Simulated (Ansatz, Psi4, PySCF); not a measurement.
Reaction (SMILES): [C]1=CC1 → [CH]=C=C

Property: isomerisation energy (electronic), in kcal/mol. Set-up: no dispersion term unless named; 6-311+G** with 5d; non-relativistic; UHF or UKS for open shells; six Cartesian d functions in 6-31G* and its kin unless marked 5d; frozen cores in correlated levels; spin-orbit terms left out. Ab initio and DFT rows: single points at B3LYP-D3(BJ) geometries (Ansatz, a first-principles code). A UHF reference is markedly spin-contaminated in at least one set, which strains HF and MP2.

```json
[
 {"level": "HF/STO-3G", "program": "Ansatz", "isomerisation energy (electronic) (kcal/mol)": "-49.1"},
 {"level": "PBE/def2-SVP", "program": "Ansatz", "isomerisation energy (electronic) (kcal/mol)": "-37.1"},
 {"level": "B3LYP/6-31G", "program": "Ansatz", "isomerisation energy (electronic) (kcal/mol)": "-51.0"},
 {"level": "B3LYP/6-31G*", "program": "Ansatz", "isomerisation energy (electronic) (kcal/mol)": "-40.4"},
 {"level": "B3LYP/cc-pVDZ", "program": "Ansatz", "isomerisation energy (electronic) (kcal/mol)": "-41.2"},
 {"level": "PBE0/6-311+G**", "program": "Ansatz", "isomerisation energy (electronic) (kcal/mol)": "-39.0"},
 {"level": "wB97X-D/6-311+G**", "program": "Psi4", "isomerisation energy (electronic) (kcal/mol)": "-40.2"},
 {"level": "MP2/6-31G*", "program": "Ansatz", "isomerisation energy (electronic) (kcal/mol)": "-35.1"},
 {"level": "MP2/6-311+G**", "program": "Ansatz", "isomerisation energy (electronic) (kcal/mol)": "-35.6"},
 {"level": "B3PW91/6-31G* (5d)", "program": "PySCF", "isomerisation energy (electronic) (kcal/mol)": "-37.6"},
 {"level": "PBE0/def2-TZVPD", "program": "Ansatz", "isomerisation energy (electronic) (kcal/mol)": "-39.1"}
]
```

No value to compare with is used here. The 10 habitual levels span -51.0 (B3LYP/6-31G) to -35.1 kcal/mol (MP2/6-31G*); PBE0/def2-TZVPD gives -39.1.

The levels are drawn from those run, B3LYP/6-31G* more often than the rest, none by its result; runs whose electronic state is in doubt are left out.
